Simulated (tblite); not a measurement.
Compound: C₃H₄NO₂ (charge -1).
Cartesian coordinates in Å at the GFN2-xTB level; atoms count from 1:
```
atom  x, y, z in Å
N1     1.6711    0.2661    1.0359
C2     0.9697    0.0308   -0.0023
C3    -0.2767   -0.7050    0.0348
C4    -1.4954    0.3624   -0.3245
O5    -1.4614    0.7863   -1.4730
O6    -2.2748    0.5486    0.5988
H7     2.4736    0.8730    0.8588
H8     1.2259    0.4250   -1.0003
H9    -0.4758   -1.1388    1.0120
H10   -0.3474   -1.4438   -0.7627
```

Structure optimised with GFN2-xTB, isolated species.

Take the most abundant isotopes and a rigid rotor. The values belong to one conformer with, in the numbering `[H]/[N:1]=[CH:2]/[CH2:3][C:4](=[O:5])[O-:6]`, N1–C2–C3–C4 112°, C2–C3–C4–O5 67°.

Give the principal moments of inertia and the rotational constants in MHz.

Ia = 66.62, Ib = 217.10, Ic = 245.22 u·Å²; 505379 MHz·u·Å²/I gives A = 7586, B = 2328, C = 2061 MHz.

Classify the top.

A near-prolate asymmetric top. Ray's parameter κ = (2B − A − C)/(A − C) = -0.903; −1 is the prolate and +1 the oblate limit.

Is it planar, by Δ = Ic − Ia − Ib?

Not planar: Δ = Ic − Ia − Ib = -38.50 u·Å². For a rigid frame Δ = −2 Σ m c², so Σ m c² = 19.25 u·Å² lies off the ab plane: 5.65 from hydrogen and 13.60 from heavier atoms. The atom farthest from that plane is 1.74 Å away.

Give the other two planar moments, Paa and Pbb, and the rms extents of the mass along the axes.

Paa = Σ m a² = (Ib + Ic − Ia)/2 = 197.85 and Pbb = Σ m b² = (Ia + Ic − Ib)/2 = 47.37 u·Å². With the mass M = 86.02 u, the rms extents √(P/M) along a, b and c are 1.52, 0.74, 0.47 Å.

Its GFN2-xTB frequencies are all real (lowest 52 cm⁻¹). Constants of a rigid frame at the computed geometry: no zero-point averaging, no centrifugal distortion.
